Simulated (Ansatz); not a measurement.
The input, for Ansatz 0.2.0:

```yaml
crystal:
  periodic: [false, false, false]
  atoms:
    - {symbol: Al, position_ang: [0.000000, 0.000000, 2.181700]}
    - {symbol: Ga, position_ang: [0.000000, 0.000000, -5.945300]}
    - {symbol: H, position_ang: [0.000000, 0.000000, 3.763600]}
basis:
  gaussian: {orbitals: STO-3G}
magnetization: {spin_polarized: false, initial_magnetization: 3}
correlation: {method: fic_nevpt4_sd, electrons: valence, active_space: {window: {electrons: 9, orbitals: 6}, states: [{multiplicity: 4, weights: [0.5, 1, 0.5, 1]}]}}
```

```sh
$ ansatz run in.yaml --threads 1 --pin off --events-out ev --progress --plain --max-ram 2393MiB
```

(1) Roughly how long does this take on 1 thread of Arm Neoverse V2, shared host, and how much host memory?

```
326 factors; integrals over basis functions are off by at most 3.8e-8 eV
mean field evaluation 1: about -58230.7958 eV, gradient 7.9e0 eV
mean field evaluation 2: about -58230.7965 eV, gradient 7.9e0 eV
mean field evaluation 4: about -58198.9772 eV, gradient 2.3e1 eV
mean field evaluation 8: about -58244.5836 eV, gradient 1.2e1 eV
mean field evaluation 16: about -58244.8349 eV, gradient 1.7e-2 eV
mean field evaluation 32: about -58244.8358 eV, gradient 5.7e-5 eV
mean field evaluation 64: about -58244.5296 eV, gradient 3.5e-4 eV
mean field evaluation 96: about -58244.8342 eV, gradient 1.6e-1 eV
mean field evaluation 128: about -58244.8348 eV, gradient 9.3e-6 eV
mean field evaluation 160: about -58244.8358 eV, gradient 1.4e-3 eV
mean field evaluation 192: about -58244.8348 eV, gradient 2.8e-4 eV
mean field evaluation 224: about -58244.8356 eV, gradient 1.1e-2 eV
mean field evaluation 256: about -58244.8348 eV, gradient 3.1e-3 eV
mean field evaluation 288: about -58244.8348 eV, gradient 1.1e-5 eV
mean field evaluation 320: about -58244.8353 eV, gradient 4.1e-2 eV
mean field evaluation 352: about -58244.8353 eV, gradient 3.8e-2 eV
mean field -58244.83577871 eV, -2140.4582351001 hartree, gradient 2.5e-6 eV, S^2 3.750000; 25 other end points of the search recorded, 0 dependent functions left out
reference -58244.83577871 eV, -2140.4582351001 hartree; 24, 21 occupied and 4, 7 virtual orbitals, 326 factors
state -58244.83576146 eV, -2140.4582344660 hartree
state -58244.83576146 eV, -2140.4582344660 hartree
state -58244.52961407 eV, -2140.4469837568 hartree
state -58244.52961407 eV, -2140.4469837568 hartree
state -58244.83576146 eV, -2140.4582344660 hartree; corrected -58246.24770445 eV, -2140.5101224140 hartree
state -58244.83576146 eV, -2140.4582344660 hartree; corrected -58246.24770445 eV, -2140.5101224140 hartree
state -58244.52961407 eV, -2140.4469837568 hartree; corrected -58245.95255620 eV, -2140.4992759158 hartree
state -58244.52961407 eV, -2140.4469837568 hartree; corrected -58245.95255620 eV, -2140.4992759158 hartree
1 active orbitals were swapped for others, from the solution at -58241.64568030 eV, -2140.3410011458 hartree to that at -58243.15677223 eV, -2140.3965327498 hartree; typed "places" are swapped only where nearly empty or full, and so, without "given_window_search", are "orbital_numbers", "shells" and a window whose orbitals a file names under [Active]
1 active orbitals were swapped for others, from the solution at -58243.15677223 eV, -2140.3965327498 hartree to that at -58244.68268776 eV, -2140.4526091114 hartree; typed "places" are swapped only where nearly empty or full, and so, without "given_window_search", are "orbital_numbers", "shells" and a window whose orbitals a file names under [Active]
an earlier search ended where averaged states of different weights were degenerate, so these states were given the mean of their weights and the orbitals were optimised with it
Total energy: -58246.10013033 eV, -2140.5046991649 hartree
```

The total printed last is the weighted mean of the 4 states, 0.148 eV above the lowest of them, and is no single state's energy.

Answers

(1) 9.5 s wall and 0.19 GiB.
